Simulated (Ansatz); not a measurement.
Molecule: singlet silylene, SiH2, charge 0, multiplicity 1. 
Geometry from a B3LYP-D3(BJ)/def2-TZVP (Ansatz, a program for electronic structure) optimisation:
```
Si
H 1 1.5232
H 1 1.5232 2 91.51
```

Parts of the frozen-core correlation energy in cc-pV(D+d)Z (Ansatz, hartree). Frozen orbitals: 5; correlated occupied orbitals by spin: 3 and 3; virtual: 25 and 25. Spin-orbit coupling is left out. No relativistic terms. The restricted reference is unstable.

```json
[
 {"term": "reference (HF)", "value": "-290.02184"},
 {"term": "MP2 opposite-spin", "value": "-0.07949"},
 {"term": "MP2 same-spin", "value": "-0.00911"},
 {"term": "CCSD correlation", "value": "-0.11750"},
 {"term": "(T)", "value": "-0.00230"},
 {"term": "FCI minus CCSD(T)", "value": "-0.00074"},
 {"term": "CCSDT minus CCSD(T)", "value": "-0.00063"},
 {"term": "CCSDT(Q) minus CCSD(T)", "value": "-0.00072"},
 {"term": "T1 diagnostic", "value": "0.014"},
 {"term": "largest doubles amplitude", "value": "0.107"}
]
```
